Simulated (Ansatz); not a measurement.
A run of Ansatz (development build ahead of 0.2.0) on doublet C2H at this shape:

```
atom    x (Å)    y (Å)    z (Å)
   H  -0.0107   0.0462  -1.5373
   C   0.0240  -0.0382  -0.4981
   C   0.0095   0.0308   0.7737
```

Its results:

```json
{
  "Converged": "yes",
  "Reference energy": "-76.17337 hartree",
  "Correlation energy": "-0.22478 hartree",
  "Total energy": "-76.39814 hartree",
  "Spin squared of the determinant": "1.394"
}
```

(1) Which input gives this output? Name the method, the orbitals and the basis set, and write the input.

Results:

(1) UHF-MP2 in def2-TZVP.

```yaml
crystal:
  periodic: [false, false, false]
  atoms:
    - { symbol: H, position_ang: [-0.0107, 0.04624, -1.53727] }
    - { symbol: C, position_ang: [0.02399, -0.03825, -0.49815] }
    - { symbol: C, position_ang: [0.00945, 0.03084, 0.77371] }
basis:
  gaussian: { orbitals: def2-TZVP }
magnetization:
  spin_polarized: true
  initial_magnetization: 1
hamiltonian:
  xc: hf
correlation:
  method: mp2
  frozen_orbitals: { C: 1, H: 0 }
```

Caution: the unrestricted determinant is spin contaminated.
